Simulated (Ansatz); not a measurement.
Basis sets compared for the cluster P₂S₄⁺. The state is a doublet with charge 1. Geometry PBE0-D4/def2-SVP. Ansatz on 4 threads of Arm Neoverse V1 on a shared host; times are rough, and most runs start from earlier orbitals.

```xyz
6

P    -0.6701   -1.8460    0.8301
P     1.4671    0.8714   -0.1333
S    -1.5753   -1.2558   -0.7819
S    -0.1873    2.0698    0.5089
S     1.2667   -0.9925    0.9155
S    -0.3012    1.1531   -1.3392
```

Another isomer (doublet) lies 0.86 eV lower at PBE0-D4/def2-TZVP; other spin states weren't run for this one.

```
           level  functions  energy (Eh)  HOMO (eV)  LUMO (eV)  wall time
 PBE-D4/def2-SVP        108   -2273.5539     -10.57     -10.03        2 s
PBE0-D4/def2-SVP        108   -2273.7041     -11.79      -9.50      3.4 s
```

Q: Estimate the rows for PBE-D4/def2-TZVP (with forces), PBE0-D4/def2-TZVP.

A: 
| level | functions | energy (Eh) | HOMO (eV) | LUMO (eV) | wall time |
| --- | --- | --- | --- | --- | --- |
| PBE-D4/def2-TZVP (with forces) | 222 | -2274.3689 | -10.37 | -9.82 | 6 s |
| PBE0-D4/def2-TZVP | 222 | -2274.5166 | -11.53 | -9.22 | 14 s |
